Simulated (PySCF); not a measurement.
An EPR property job and its printed output. Input:

```
{"job": {"kind": "epr", "basis": "pcH-1"}, "charge": 0, "multiplicity": 2}
C      1.527431    -0.047792    -0.005197
C      0.119918     0.388040     0.381243
C     -0.950220    -0.380213    -0.396810
N     -2.289049    -0.086049    -0.154958
H      1.669960    -1.107143     0.198416
H      2.268289     0.511696     0.560850
H      1.704622     0.126028    -1.064688
H     -0.034235     0.225799     1.451677
H      0.001408     1.457630     0.186828
H     -0.826517    -1.468960    -0.242406
H     -0.786018    -0.264406    -1.485147
H     -2.404392     0.644684     0.544165
```

The calculation used PySCF 2.14.0, UKS B3LYP, pcH-1 on C H N, non-relativistic, mean-field spin-orbit, GIAO. Isolated species at its GFN2-xTB geometry (one conformer only). The geometry wasn't refined by DFT: couplings that depend on bond lengths, twists or pyramidal angles can differ widely from those at the functional's own minimum.

Output of the driver script. The program numbers atoms from 0.

```
UKS, coarse grid
  cycle   1  E = -173.79304883  |g| = 2.82e-01
  cycle   2  E = -173.78781039  |g| = 3.18e-01
  cycle   3  E = -173.83798024  |g| = 2.23e-02
  cycle   4  E = -173.83826982  |g| = 6.91e-03
  cycle   5  E = -173.83829679  |g| = 4.20e-03
  cycle   6  E = -173.83830618  |g| = 1.24e-03
  cycle   7  E = -173.83830666  |g| = 3.62e-04
UKS, final grid
  cycle   1  E = -173.83825955  |g| = 4.62e-04
  cycle   2  E = -173.83825947  |g| = 6.50e-04
  cycle   3  E = -173.83825965  |g| = 2.43e-05
  cycle   4  E = -173.83825965  |g| = 1.40e-05
E = -173.83825965 Eh   <S^2> = 0.7535 (exact 0.7500)
g shifts (ppm)      1          2          3
  rmc          -201       -201       -201
  gc            -12         29         31
  oz_so          13       1652       5367
  total        -200       1480       5197
hyperfine (MHz)  atom isotope    a_iso     a_fc   dipolar eigenvalues
    0   13C      -1.23      -1.23     -0.49      0.04      0.46
    1   13C      -2.94      -2.94     -0.98     -0.78      1.76
    2   13C     -37.37     -37.37     -5.19      1.32      3.88
    3   14N      31.25      31.25    -43.70    -42.74     86.44
    4    1H       0.95       0.95     -1.38     -1.14      2.52
    5    1H      -0.46      -0.46     -0.81     -0.74      1.55
    6    1H       0.97       0.97     -1.39     -1.13      2.53
    7    1H      -1.05      -1.05     -3.18     -2.89      6.08
    8    1H      -1.06      -1.06     -3.19     -2.90      6.09
    9    1H     167.46     167.46     -7.38     -3.79     11.17
   10    1H     169.11     169.11     -7.39     -3.77     11.16
   11    1H     -59.71     -59.71    -52.71     -8.65     61.36
```

|g| in the SCF lines is the orbital gradient. In the g block, columns 1 to 3 are the principal axes in rising order; rmc is the relativistic mass correction, gc the gauge correction and oz_so the orbital-Zeeman/spin–orbit term. a_fc is the Fermi-contact part of a_iso, here all of it, since this run has no spin–orbit term in the hyperfine coupling.

Question: What does the output say about convergence, stability and spin contamination?

Answer: The SCF converged after 11 cycles in all, 7 of them on the coarse grid; no stability test was run. ⟨S²⟩ = 0.7535 against the exact 0.7500, so spin contamination is small.

Question: What are the principal g values and g_iso?

Answer: Adding the total shifts to 2.002319 gives 2.00212, 2.00380, 2.00752; their mean shift is 2159 ppm, so g_iso = 2.00448.

Question: Which couplings shape the isotropic spectrum at natural abundance (0.05 mT or more)? Keep the log's numbering.

Answer: atoms 9, 10 (1H, I = 1/2): mean 168.3 MHz = 6.00 mT in magnitude, a 1:2:1 triplet; atom 11 (1H, I = 1/2): -59.7 MHz = 2.13 mT in magnitude, a 1:1 doublet; atom 3 (14N, I = 1): 31.3 MHz = 1.11 mT in magnitude, a 1:1:1 triplet. Together 18 lines to first order. Class means assume fast exchange of nuclei equivalent by connectivity; if that motion is slow, each nucleus keeps its own coupling.

Question: What are the principal values of the full tensor of atom 11 (1H)?

Answer: a_iso plus each dipolar eigenvalue: -112.42, -68.36, 1.65 MHz.

The species is `CCC[NH]` [radical]. The run used 180 basis functions and 5 iterations of the response equations. 

On x86-64 server, one thread, on a shared host, this took 14 s wall.

The values belong to the conformer `[CH3:1][CH2:2][CH2:3][NH:4]`: C1–C2–C3–N4 180°, H–N4–C3–C2 0°.
Labels such as C1 count atoms from 1, the log's own numbers from 0.
